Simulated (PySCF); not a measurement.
C₂H₄, charge +1, multiplicity 2. Atoms are numbered in the order given.

```xyz
6

C      0.6938     0.0000     0.0000
C     -0.6938     0.0000     0.0000
H      1.2571    -0.9036    -0.2310
H      1.2571     0.9036     0.2310
H     -1.2571     0.9036    -0.2310
H     -1.2571    -0.9036     0.2310
```
Charge +1, spin multiplicity 2.

Geometry optimised at B3LYP-D3(BJ)/def2-TZVP. The spin state was assumed, not searched.

All values below come from M06-2X/def2-TZVPD (PySCF).

Mulliken values depend strongly on the basis, most of all with diffuse functions as here. ESP charges are fitted to the potential on shells at 1.4 to 2.0 van der Waals radii. Atomic charges (e):

```tsv
atom	Mulliken	meta-Löwdin	ESP fit	Mulliken spin
C1	-0.14	0.07	[?]	0.43
C2	-0.14	0.07	[?]	0.43
H3	0.32	0.22	[?]	0.04
H4	0.32	0.22	[?]	0.04
H5	0.32	0.22	[?]	0.04
H6	0.32	0.22	[?]	0.04
```

### Question
What belongs in the gaps? (Estimate from the structure and the level; the computed values follow.)

### Answer

- C1, ESP fit: 0.09
- C2, ESP fit: 0.09
- H3, ESP fit: 0.21
- H4, ESP fit: 0.21
- H5, ESP fit: 0.21
- H6, ESP fit: 0.21
